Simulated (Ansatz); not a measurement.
All numbers were calculated with Ansatz.

A structure relaxed at PBE0-D4/def2-TZVP, charge 0, multiplicity 1:

Cartesian coordinates in Å:
```
C 0.950 1.677 -0.150
S -0.540 0.826 -0.685
C -0.211 -0.811 -0.011
N -1.362 -1.588 -0.186
F 0.176 -0.695 1.335
H 1.841 1.224 -0.588
H 1.027 1.683 0.935
H 0.865 2.702 -0.513
H 0.644 -1.273 -0.511
H -1.225 -2.550 0.089
H -2.165 -1.194 0.285
```

(1) Give its formula and SMILES.

(2) Summarise the bond lengths by kind.

Answers

(1) C2H6FNS, `CSC(N)F`.

(2) 2 × C–S 1.797 to 1.800 Å; 4 × C–H 1.088 to 1.093 Å; 1 × C–N 1.400 Å; 1 × C–F 1.406 Å; 2 × H–N 1.010 to 1.011 Å.
